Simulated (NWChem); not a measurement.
**Correlation energy of Cl (+1)**

```
Cl
```
Charge +1, spin multiplicity 3.

Everything below was run with NWChem.

Basis set: cc-pVDZ. Each correlation energy counts from its own Hartree-Fock reference.

The correlated methods keep 5 core orbitals frozen. The stability of the SCF solutions was not checked. Open-shell Hartree-Fock references start from PBE0 orbitals. Coupled-cluster values serve here as a point of comparison, not as the truth.

Question: One of these methods gave a correlation energy of -87.4 mHa. Which?
A. CCSD on ROHF
B. URI-MP2
C. CCSD on UHF

Answer: B, URI-MP2. The others give -106.6 (CCSD on UHF), -111.0 (CCSD on ROHF).
